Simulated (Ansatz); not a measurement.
**AlH2S2: composite energy at a relaxed geometry from a Python script**

Aim: a composite energy at a relaxed geometry, for AlH2S2, run from a script. SMILES: [SH][Al][SH].

Computed with Ansatz 0.2.0, driven from Python. The levels of theory stand in the script.

### Step 1. The system

Bond lengths: S1–Al2 2.261 Å, Al2–S3 2.236 Å, S1–H4 1.368 Å, S3–H5 1.420 Å. Angles: S1–Al2–S3 118.1°, Al2–S1–H4 90.3°, Al2–S3–H5 93.5°.

The script holds or builds the structure itself.

### Step 2. Script

Contents of alh2s2.py:

```python
import itertools

import ansatz as az
from ase.data import atomic_numbers, covalent_radii
import numpy as np


def main() -> None:
    molecule = (
        az.Crystal.molecule()
        .atom("S", (-1.6203, -0.7567, -0.7923))
        .atom("Al", (-0.3356, 0.8326, 0.1739))
        .atom("S", (1.7726, 0.3069, 0.6999))
        .atom("H", (-2.0474, -1.1714, 0.439))
        .atom("H", (2.2807, 0.7151, -0.5619))
    )

    model = molecule.calculation()
    model = model.basis(gaussian="def2-SVP")
    model = model.functional("r2scan").spin("collinear", total=1)
    symbols = [site.symbol for site in molecule.cartesian_sites]
    start = np.array([site.position_ang for site in molecule.cartesian_sites], dtype=float)
    rep = model.relax(force_tolerance=0.01).run(threads=1, pin="off").report
    end = np.array(rep["positions_ang"])
    radius = [covalent_radii[atomic_numbers[s]] for s in symbols]
    span = lambda where, i, j: np.linalg.norm(where[i] - where[j])
    bonded = [(i, j) for i, j in itertools.combinations(range(len(symbols)), 2) if min(span(start, i, j), span(end, i, j)) < 1.2 * (radius[i] + radius[j])]
    print("pair        before    after (A)")
    for i, j in bonded:
        print(f"{symbols[i]}{i}-{symbols[j]}{j}".ljust(10), f"{span(start, i, j):8.4f} {span(end, i, j):8.4f}")

    minimum = az.Crystal.molecule()
    for symbol, place in zip(symbols, end):
        minimum = minimum.atom(symbol, place.tolist())
    at_minimum = minimum.calculation().spin("collinear", total=1)
    level = lambda method, basis: at_minimum.basis(gaussian=basis).correlation(method).run(threads=1, pin="off").report
    small, large, cluster = level("mp2", "cc-pVDZ"), level("mp2", "cc-pVTZ"), level("ccsd_t", "cc-pVDZ")
    corr = lambda each: (each["free_energy_ev"] - each["reference_energy_ev"]) / 27.211386246
    mp2_limit = (27 * corr(large) - 8 * corr(small)) / 19
    pieces = {"HF / cc-pVTZ": large["reference_energy_ev"] / 27.211386246, "MP2 correlation, DZ-TZ limit": mp2_limit, "CCSD(T) - MP2 / cc-pVDZ": corr(cluster) - corr(small)}
    for name, value in pieces.items():
        print(f"{name:32s} {value:14.6f} Ha")
    print(f"{'sum':32s} {sum(pieces.values()):14.6f} Ha")
    print("T1 diagnostic", round(cluster["correlation"]["coupled_cluster"]["t1_diagnostic"], 4))


if __name__ == "__main__":
    main()
```

### Step 3. The calls as engine input

The engine receives this input (first run):

```yaml
crystal:
  periodic: [false, false, false]
  atoms:
    - { symbol: S, position_ang: [-1.6203, -0.7567, -0.7923] }
    - { symbol: Al, position_ang: [-0.3356, 0.8326, 0.1739] }
    - { symbol: S, position_ang: [1.7726, 0.3069, 0.6999] }
    - { symbol: H, position_ang: [-2.0474, -1.1714, 0.439] }
    - { symbol: H, position_ang: [2.2807, 0.7151, -0.5619] }
basis:
  gaussian:
    orbitals: def2-SVP
hamiltonian:
  xc: r2scan
magnetization:
  spin_polarized: true
  initial_magnetization: 1.0
relax:
  f_tol: 0.01
```

### Step 4. The run

Run with:

```bash
> python alh2s2.py
```

Log:

```text
pair        before    after (A)
S0-Al1       2.2605   2.2126
S0-H3        1.3677   1.3541
Al1-S2       2.2355   2.2125
S2-H4        1.4202   1.3540
HF / cc-pVTZ                       -1038.258101 Ha
MP2 correlation, DZ-TZ limit          -0.447450 Ha
CCSD(T) - MP2 / cc-pVDZ               -0.048209 Ha
sum                                -1038.753760 Ha
T1 diagnostic 0.0143
```

Wall time 2.4 min (1 thread of Arm Neoverse V1, shared host); peak memory 0.35 GiB.

Lines on the test bed's own set-up are left out of the output.

### Step 5. How the relaxation of run 0 went

Step by step:

```
step  energy from step 1 (eV)  largest force component (eV/Å)
   1                   0.0000                          1.2488
   2                  -0.0603                          0.4985
   3                  -0.0682                          0.0445
   4                  -0.0701                          0.0294
   5                  -0.0773                          0.1598
   6                  -0.0956                          0.1077
   7                  -0.1340                          0.2446
   8                  -0.1884                          0.3688
   9                  -0.2431                          0.7974
  10                  -0.3058                          0.6018
  11                  -0.3748                          0.1150
  12                  -0.3899                          0.5006
  13                  -0.4075                          0.5524
  14                  -0.4266                          0.1453
  15                  -0.4332                          0.0957
  16                  -0.4359                          0.0257
  17                  -0.4362                          0.0026
  18                  -0.4363                          0.0262
  19                  -0.4363                          0.0055
```

Step 1 is the start.

Before: Bond lengths: S1–Al2 2.261 Å, Al2–S3 2.236 Å, S1–H4 1.368 Å, S3–H5 1.420 Å. Angles: S1–Al2–S3 118.1°, Al2–S1–H4 90.3°, Al2–S3–H5 93.5°.

After: Bond lengths: S1–Al2 2.213 Å, Al2–S3 2.213 Å, S1–H4 1.354 Å, S3–H5 1.354 Å. Angles: S1–Al2–S3 120.7°, Al2–S1–H4 95.2°, Al2–S3–H5 95.2°.

Run 0 is this relaxation; the runs after it count from 1.

### Step 6. The engine's runs

The 3 runs, in the order started:

```
run    basis  method  energy (eV)  <S²>  iterations in all  CPU time (s)
  1  cc-pVDZ     mp2  -28259.6463  0.75                 13          0.93
  2  cc-pVTZ     mp2  -28263.5043  0.75                 13           3.1
  3  cc-pVDZ  ccsd_t  -28260.9581  0.75                 55           5.5
```

### Step 7. What came out

```
        quantity            value
   T1 diagnostic           0.0143
composite energy  -1038.753760 Ha
   runs compared                3
```

In CPU time, run 3 cost about 5.9 times as much as run 1. A T1 diagnostic under about 0.02 supports a single-reference treatment, as here. Run 0: The relaxation took 18 moves; the largest shift is 1.462 Å, of atom 5 (H). So large a move can change the bonding: the results belong to the relaxed structure. Caveats:
- The sum leaves out core correlation, relativity, the Hartree-Fock basis error and zero-point energy; a DZ-TZ extrapolation is rough.
- The species is open-shell (spin multiplicity 2).
- Inner cores stay frozen, so this is valence correlation.
- For Al to Cl the sets with a tight d function, cc-pV(X+d)Z, are usual.
